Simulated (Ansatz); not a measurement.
CH4BO, SMILES C[B]O, a relaxed scan of one distance

Program: Ansatz's Python interface.

Notebook, run cell by cell (the value of a cell's last expression is shown):

In [1]:
```python
import ansatz as az
import numpy as np
```

In [2]:
```python
SETTINGS = {
    "basis_set": "def2-SVP",
    "functional": "hf",
}
```

In [3]:
```python
molecule = (
    az.Crystal.molecule()
    .atom("C", [-0.6232, 0.3848, -0.3111])
    .atom("B", [0.8829, 0.1522, -0.2173])
    .atom("O", [1.3933, -0.5799, 0.9094])
    .atom("H", [-1.1437, -0.5249, -0.3531])
    .atom("H", [-0.8811, 0.9917, -1.269])
    .atom("H", [-1.0057, 1.0354, 0.5542])
    .atom("H", [1.4388, -1.5273, 0.6411])
)
```

In [4]:
```python
setup = (
    molecule.calculation()
    .basis(gaussian=SETTINGS["basis_set"])
    .functional(SETTINGS["functional"])
    .spin("collinear", total=1)
)
symbols = [site.symbol for site in molecule.cartesian_sites]
pairs = [(0, 1), (0, 3), (0, 4), (0, 5), (1, 2), (2, 6)]
print("held (A)   E (eV)        ", "  ".join(f"{symbols[i]}{i}-{symbols[j]}{j}" for i, j in pairs))
for length in [1.4, 1.53, 1.65, 1.83, 2.06]:
    r = setup.relax(constraints=[az.DistanceConstraint((0, 1), at=length)], force_tolerance=0.02, max_steps=60).run(threads=1, backend="cpu").report
    xyz = np.array(r["positions_ang"])
    print(f"{length:6.2f} {r['free_energy_ev']:14.5f}  ", "  ".join(f"{np.linalg.norm(xyz[i] - xyz[j]):.3f}" for i, j in pairs))
```
```text
held (A)   E (eV)         C0-B1  C0-H3  C0-H4  C0-H5  B1-O2  O2-H6
DeckWarning: relax.constraints: the input's atoms, or those drawn, lie off the distances that are held; a relaxation that starts there is brought onto them ahead of its first SCF, by positions alone, an atom by 6.34e-2 Å at the most. With the symmetry [...]
  1.40    -3799.23430   1.400  1.098  1.091  1.095  1.343  0.944
  1.53    -3799.71399   1.530  1.095  1.092  1.094  1.338  0.944
  1.65    -3799.67580   1.650  1.093  1.092  1.093  1.334  0.945
  1.83    -3799.18811   1.830  1.092  1.088  1.092  1.327  0.946
  2.06    -3798.34718   2.060  1.089  1.086  1.089  1.319  0.947
```

Reading the output:
- Total energies depend on the basis set; only differences at equal settings carry meaning.
- Warnings are shown shortened and without file and line.
- The energies are electronic: no zero-point or thermal terms, and the basis set is short of its limit.
- The species is open-shell (spin multiplicity 2).
- Hardware and time: 49 s on 1 thread of Arm Neoverse V2, on a shared host, peak memory 0.19 GiB.
